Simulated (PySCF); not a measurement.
Gas-phase reaction: SiCl2F2 + F = SiF3 + Cl2

Energies from PySCF, thermal terms from the rigid-rotor harmonic-oscillator model, ideal gas at 1 bar. † marks an energy on the PBE0/def2-TZVP geometry and frequencies; other levels use their own. CCSD(T) freezes the core. Open shells (unrestricted): F (multiplicity 2, electronic degeneracy 6), SiF3 (multiplicity 2); the rest are closed-shell singlets. Spin-orbit splitting is ignored; it lowers the true energy and changes the entropy of F. CCSD(T) isn't extrapolated to the basis-set limit; its ΔH°(298 K) is 109.8 kJ in def2-SVP and 70.6 kJ in def2-TZVPP. The harmonic model lacks anharmonicity and excited electronic states, which grow with temperature; levels with a mode under 35 cm⁻¹ are left out.

```tsv
level	ΔE electronic, kJ	ΔH°(298 K), kJ	ΔS°(298 K), J/K	ΔG°(1200 K), kJ
CCSD(T)/def2-TZVPP†	72	71	22	51
PBE/def2-SVP	42	40	23	19
PBE0/def2-TZVP	58	57	22	37
r2SCAN/def2-TZVP†	56	54	22	35
ωB97M-V/def2-TZVP†	72	71	22	52
ωB97X-V/def2-TZVP†	72	70	22	51
```
ΔH° is lowest at PBE/def2-SVP and highest at ωB97M-V/def2-TZVP†. No reference value is set beside these.
